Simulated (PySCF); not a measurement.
# P3H3: core ionisation energies

Species: cyclo-(PH)3.
Cartesian coordinates in Å at the PBE0-D3(BJ)/def2-SVP level; atoms count from 1:
```xyz
6
P3H3 angstrom
P      1.104   -0.467    0.549
P     -0.143    1.312    0.003
P     -0.466   -0.637   -1.012
H      0.249   -0.959    1.583
H     -1.190    1.081    0.948
H      0.445   -0.330   -2.070
```

Theory: delta-SCF UKS SCAN, pcX-2 on the ionised atom, pcseg-1 elsewhere, spin-free X2C (PySCF). Vertical ΔSCF values, vacuum level as zero.

Q: List the computed XPS lines with their assignment.

A: 
| atom(s) | bonded to | level | binding energy (eV) | 2p1/2 (eV) | count |
| --- | --- | --- | --- | --- | --- |
| P1/P2/P3 | H and 2 P | P 2p3/2 | 136.60 | 137.49 | 3 |
| P1/P2/P3 | H and 2 P | P 1s | 2150.16 | – | 3 |

Q: Give the binding energy of P 1s of P1/P2/P3 in hartree and in kJ/mol.

A: 2150.16 eV = 79.0169 Eh = 207459 kJ/mol.

Q: What is the longest wavelength that can ionise P 1s of P1/P2/P3 vertically?

A: λ = hc/E = 12398.42 eV Å / 2150.16 eV = 5.766 Å.

Topologically equivalent atoms share the value of their first member; where this conformer doesn't relate them by symmetry, their own values could differ. Spin–orbit and ligand-field terms were added within each 2p shell after the spin-free SCF. 2p1/2 minus 2p3/2 (ligand field included): P 0.89 eV. The structure is a single PBE0-D3(BJ)/def2-SVP conformer in the gas phase; no vibrational or solvent corrections.
